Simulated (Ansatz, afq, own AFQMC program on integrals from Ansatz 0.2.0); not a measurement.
AFQMC on a folder of integrals that Ansatz 0.2.0 wrote.

```yaml
crystal:
  periodic: [false, false, false]
  atoms:
    - {symbol: Ga, position_ang: [0.000000, 0.000000, 0.000000]}
basis:
  gaussian: {orbitals: def2-TZVP}
magnetization: {spin_polarized: true, initial_magnetization: 1}
correlation: {method: ccsd_t, electrons: outside_noble_gas, hamiltonian_folder: ham}
```

```sh
$ ansatz run in.yaml --threads 1 --pin off --events-out ev --progress --plain --max-ram 15360MiB --backend cuda --devices 0, --max-vram 18GiB
```

Options of the walk:

```
--method phaseless --trial cisd --walkers 4000 --populations 20 --least-time 60 --time-step 0.005 --steps-per-block 50 --equilibration-blocks 28 --max-blocks 4000 --target-error 7e-05 --factor-cut 1e-05 --start spin_pure --seed 7861 --release-times 0.24,0.5,1,1.5 --release-step 0.02 --release-every 3 --taylor-order 6
```

Times are imaginary, in 1/Eh. The walk had a cap of 122 s. With eight or more populations the least sampling time is a fifth of least-time, and the error comes from their spread. Filled inner d shells are frozen with the cores.

```
orbitals 34  electrons 2 1  factors 260 of 319
reference energy -1923.22349120 Eh
CCSD correlation -0.04691882 Eh in 9 cycles, weight of the determinant in the CISD state 0.9443
energy of the start -1923.270388 Eh
 block  time / (1/Eh)  mean weight  energy / Eh
     1     0.250  1.0000  -1923.270445
     2     0.500  0.9998  -1923.270553
     3     0.750  1.0000  -1923.270673
     4     1.000  0.9999  -1923.270784
     5     1.250  0.9999  -1923.270896
    12     3.000  1.0000  -1923.271334
    19     4.750  1.0001  -1923.271403
    20     5.000  0.9999  -1923.271365
    26     6.500  1.0000  -1923.271531
    33     8.250  1.0000  -1923.271411
    40    10.000  1.0001  -1923.271415
    47    11.750  1.0002  -1923.271499
    50    12.500  1.0000  -1923.271596
    54    13.500  1.0000  -1923.271384
    61    15.250  1.0000  -1923.271398
    68    17.000  0.9999  -1923.271440
    75    18.750  1.0001  -1923.271469
    78    19.500  0.9999  -1923.271436
error from the spread of 20 populations
released: time / (1/Eh)  energy / Eh  error  mean overlap
  0.24  -1923.271478  0.000016  0.9992
  0.50  -1923.271505  0.000014  0.9969
  1.00  -1923.271523  0.000014  0.9971
  1.50  -1923.271531  0.000010  0.9987
energy -1923.271458 +/- 0.000020 Eh
(rows thinned)
```

Estimate how long the walk took on 1 × NVIDIA H100 80GB HBM3 with 2 threads of AMD EPYC 7R13 Processor (Zen 3), with other jobs on the host (the card was shared).

30 s of wall time.

The run passed its tests (sampling time, drift between the halves within three errors, error under three times the target), which doesn't prove that it has relaxed.

Against this walk (error 0.5 meV) on the same determinant: CCSD(T) 5.2 meV higher, full CI 2.8 meV lower. The error is statistical and leaves out the bias of the constraint. Released to 1.50 1/Eh the energy lies 2.0 ± 0.6 meV (both errors) below the phaseless value, which shows part or all of the bias of the constraint, and full CI lies 0.9 meV below the released value.

Cautions: constraint bias not in the error; no relativity below Rb; no spin-orbit coupling; inner d shell frozen.

A walk keeps the symmetry of its determinant, which the program's search chose and which needn't be the lowest solution, so a lower state of the same spin and another symmetry isn't excluded.
